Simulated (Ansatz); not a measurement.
Process, species as SMILES: ClCl (Cl2) → Cl2- (doublet, bonded as ClCl) (an electron is taken up)
B3LYP-D3(BJ)/def2-TZVP geometries, fixed; electronic energies without zero-point terms; positive where energy is released.

Effect of a fitting basis named in the input at MP2/aug-cc-pV(T+d)Z with Ansatz (a program for electronic structure), against the last row, where the adiabatic electron affinity is 2.33 eV. Cores are frozen. Open shells are unrestricted. The default fits or decomposes integrals by the program's own choice; accuracy: high also tightens integrals, grids and stops.

```
setting                                              largest shift of a total energy (mEh)  shift of the adiabatic electron affinity (eV)
---------------------------------------------------  -------------------------------------  ---------------------------------------------
fitting: def2-universal-jkfit and def2-SVP-RIFIT                                    -7.807                                          0.052
fitting: def2-universal-jkfit and cc-pVDZ-RIFIT                                     -7.600                                          0.055
fitting: def2-universal-jkfit and cc-pVTZ-RIFIT                                     -0.389                                          0.011
fitting: def2-universal-jkfit and aug-cc-pVTZ-RIFIT                                  0.191                                          0.003
fitting: def2-universal-jkfit and cc-pVQZ-RIFIT                                      0.216                                          0.003
fitting: def2-universal-jkfit and aug-cc-pVQZ-RIFIT                                  0.201                                          0.004
accuracy: high                                                                      -0.001                                          0.000
accuracy: medium (default)                                                           0.000                                          0.000
```

Within 0.03 eV in the adiabatic electron affinity: fitting: def2-universal-jkfit and cc-pVTZ-RIFIT; fitting: def2-universal-jkfit and aug-cc-pVTZ-RIFIT; fitting: def2-universal-jkfit and cc-pVQZ-RIFIT; fitting: def2-universal-jkfit and aug-cc-pVQZ-RIFIT; accuracy: high. The largest shift is 7.807 mEh in a total energy and 0.055 eV in the difference.
